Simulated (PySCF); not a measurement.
An excited-state job on chlorothioborine (`B(Cl)=S`).

Computed with TDDFT B3LYP/def2-SVPD, vertical, gas phase, core orbitals frozen in the response (PySCF 2.14.0, density-fitted response routines). Geometry: GFN2-xTB. The input is one job of a driver script: a line of settings, then coordinates in Å.

Input:
```
{"job": {"kind": "uv", "xc": "B3LYP", "basis": "def2-SVPD", "nstates": 8, "ntriplets": 3}, "charge": 0, "multiplicity": 1}
S     -1.614829     0.161335    -0.006256
B     -0.005233     0.102995    -0.004196
Cl     1.631544     0.043537    -0.002102
```

Output:
```
coarse grid: 4336 points
cycle   1  E = -882.9458297211  dE =  3.893e-01  |g| = 2.568e-01  |ddm| = 2.522e+00
cycle   2  E = -882.8612943724  dE =  8.454e-02  |g| = 5.722e-01  |ddm| = 9.810e-01
cycle   3  E = -882.9693909653  dE = -1.081e-01  |g| = 5.366e-02  |ddm| = 6.812e-01
cycle   4  E = -882.9702831383  dE = -8.922e-04  |g| = 1.804e-02  |ddm| = 9.069e-02
cycle   5  E = -882.9703767366  dE = -9.360e-05  |g| = 6.547e-03  |ddm| = 2.401e-02
cycle   6  E = -882.9703901729  dE = -1.344e-05  |g| = 2.841e-04  |ddm| = 8.905e-03
cycle   7  E = -882.9703902028  dE = -2.997e-08  |g| = 4.474e-05  |ddm| = 5.708e-04
final grid: 34704 points
cycle   8  E = -883.0557557117  dE = -4.419e-06  |g| = 1.011e-03  |ddm| = 1.872e-02
cycle   9  E = -883.0557553122  dE =  3.995e-07  |g| = 1.423e-03  |ddm| = 3.441e-03
cycle  10  E = -883.0557559474  dE = -6.352e-07  |g| = 4.174e-04  |ddm| = 2.195e-03
cycle  11  E = -883.0557560019  dE = -5.446e-08  |g| = 6.414e-05  |ddm| = 5.529e-04
cycle  12  E = -883.0557560030  dE = -1.064e-09  |g| = 2.061e-05  |ddm| = 1.030e-04
cycle  13  E = -883.0557560031  dE = -1.432e-10  |g| = 2.127e-06  |ddm| = 2.973e-05
converged SCF energy = -883.0557560031

Static polarisability (au): isotropic 48.327, principal 36.850 36.850 71.279

Singlet excitations
state   eV       nm        f      main configurations
  1   5.2853    234.6   0.00000   H->L+1 0.49, H-1->L 0.49
  2   5.4583    227.1   0.00000   H-1->L 0.50, H->L+1 0.50
  3   5.4583    227.1   0.00000   H-1->L+1 0.50, H->L 0.50
  4   6.5391    189.6   0.02884   H-1->L+2 0.98
  5   6.5391    189.6   0.02884   H->L+2 0.98
  6   7.6775    161.5   0.75945   H->L 0.40, H-1->L+1 0.40
  7   8.2820    149.7   0.06308   H->L+3 0.95
  8   8.2820    149.7   0.06308   H-1->L+3 0.95

Triplet excitations (Tamm-Dancoff, eV): 4.4920 4.8059 4.8059
```

The SCF starts on a coarse grid where the log names one; the energy can jump when the final grid takes over, and dE then counts from the start density on the new grid. H and L stand for HOMO and LUMO; the number after each pair is its weight.

Question: Give S1 in cm⁻¹ and kJ/mol.

Answer: 5.2853 eV × 8065.54 = 42629 cm⁻¹; × 96.485 = 510.0 kJ/mol.

Question: Which computed singlet has the largest oscillator strength, and what do all of them sum to?

Answer: State 6 at 7.68 eV (161 nm), f = 0.759; the 8 states sum to 0.943.

In short: HOMO -7.98 eV, LUMO -1.14 eV; lowest singlet 5.29 eV; lowest triplet 4.49 eV (Tamm–Dancoff); mean polarisability 48.3 au.

Question: Estimate the wall time. Hardware: one thread, x86-64 server, no GPU (shared host).

Answer: About 1.5 s.
Labels such as C1 count atoms from 1, the log's own numbers from 0.
